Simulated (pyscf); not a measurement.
Structures and frequencies: ωB97X-D3(BJ)/def2-SVP in PySCF. Correlated levels are frozen-core, on RHF or UHF. ΔMP2 is the change of the MP2 total energy from the triple- to the quadruple-zeta basis.

### Question
Estimate the classical barrier height and the reaction energy of O=Sn: [singlet] + HCl → O=SnH–Cl at CCSD(T)/def2-TZVPP + ΔMP2(QZVPP). The step runs on the singlet surface, breaks Cl–H and forms Cl–Sn, H–Sn; take the separated reactants as zero.

### Answer
ΔE‡ = 40.9 kcal/mol, ΔE = +8.1 kcal/mol. Zero-point energy shifts the barrier by -0.7 kcal/mol. It is an insertion, with an imaginary mode of 1246i cm⁻¹. O=SnH–Cl lies 70.0 kcal/mol over its isomer HO–Sn:–Cl [singlet], and others may lie lower still (electronic energy, ωB97M-D3(BJ)). This is the saddle that the search found; another between the same sides may lie lower. The CCSD(T) − MP2 part came from Ansatz, without density fitting, on the same reference. The largest closed-shell T1 diagnostic is 0.033, which may signal static correlation. The frozen core leaves the outer d or s,p core shells of the metals and heavy elements correlated in the MP2 and CC values, and def2-TZVPP describes them poorly, which can shift differences by a few kcal/mol. Elements past Kr carry the def2 core potentials, without spin-orbit coupling.
